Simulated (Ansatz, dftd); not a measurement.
Species: SiH₃, charge 0, doublet. SiH3 (SMILES [SiH3], doublet).
B3LYP-D3(BJ)/def2-TZVP minimum from Ansatz (a program for electronic structure):
```xyz
4

Si    -0.0021     0.0010     0.0803
H      0.0008     1.4066    -0.3921
H      1.2360    -0.7020    -0.3341
H     -1.2075    -0.7183    -0.3975
```
Charge 0, spin multiplicity 2.

Quantity: atomisation energy (electronic, to ground-state atoms), in kcal/mol. Radicals and triplets start from unrestricted determinants; spin-orbit coupling is neglected. Correlated methods leave the cores frozen. Rows without X2C or -DK are non-relativistic. CBS(X,Y): correlation extrapolated as X^-3, Hartree-Fock from the larger set (Q,5: extrapolated as (X+1)exp(-9√X)). A bracket is a step between two methods taken in the basis named. The functionals are non-relativistic, so their misses hold any scalar relativity. '+ core + X2C': CCSD(T) terms for core correlation (cc-pwCVTZ, 1s frozen past Ne) and scalar relativity (cc-pVTZ-DK). Full CI freezes restricted core orbitals, also for open shells; the composite that ends in it estimates full CI at the basis-set limit. For partners of very few electrons the exact lower level stands in for a higher one.

Compared with CCSD(T)/CBS(cc-pV(Q+d)Z,cc-pV(5+d)Z) + [CCSDT(Q) - CCSD(T)]/cc-pV(Q+d)Z + [FCI - CCSDT(Q)]/cc-pV(D+d)Z + core + X2C (Ansatz): 227.3 kcal/mol.

Costs are rough ratios of core time, to one figure, on one kind of shared machine, summed over the single points of the molecules; atoms, geometries and frequencies are left out. The first row took roughly 1 core seconds; short runs hold start-up time.

| level | program | cost relative to the first row | difference (kcal/mol) |
|---|---|---|---|
| PBE-D4/def2-TZVPD | Ansatz + dftd4 | 1 | -4.0 |
| wB97X-V/def2-TZVPD | Ansatz | 5 | 2.4 |
| CCSD(T)/cc-pV(Q+d)Z | Ansatz | 30 | -0.6 |
| CCSD(T)/CBS(cc-pV(T+d)Z,cc-pV(Q+d)Z) + core + X2C | Ansatz | 70 | 0.5 |
| CCSDT(Q)/cc-pV(T+d)Z | Ansatz | 100 | -4.1 |

The dearest row costs roughly 100 times the first. Costs within a factor of two don't rank. The table holds for this case alone.
